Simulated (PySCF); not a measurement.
dimethyl ether (C2H6O), SMILES COC. Coordinates come from a PBE0-D3(BJ)/def2-TZVP optimisation.

**Question.** Give the equilibrium geometry at PBE0-D3(BJ)/def2-TZVP (PySCF confirms it by a frequency run) as a Z-matrix, and its point group. (The exact figures need the calculation; the answer reports its results.)

**Answer.** point group C2v.
```
O
C 1 1.3989
H 2 1.0903 1 107.71
C 1 1.3989 2 112.04 3 180.00
H 4 1.0903 1 107.71 2 180.00
H 4 1.0997 5 108.89 1 121.12
H 2 1.0997 3 108.89 1 121.12
H 2 1.0997 3 108.89 7 117.77
H 4 1.0997 5 108.89 6 117.77
```
